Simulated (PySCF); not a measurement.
Calculation: PySCF with B3LYP-D3(BJ)/def2-TZVP // PBE0-D4/def2-TZVP. All species are isolated molecules in the gas phase. One relaxed conformer stands for a flexible species; it need not be the lowest. B3LYP has the VWN-RPA correlation part, as in Gaussian. 

Reference species (SMILES): `[OH]` (neutral, multiplicity 2).

```json
{
  "highest_occupied_spin_orbital": "-8.84 eV"
}
```

Changed species: `O=[C]O` (O–C–O–H torsion 0°) (radical fragment; the reference has radical fragment).

### Question
What does the change do to the highest occupied spin orbital?

### Answer
the highest occupied spin orbital increases by 1.95 eV, to -6.89 eV.
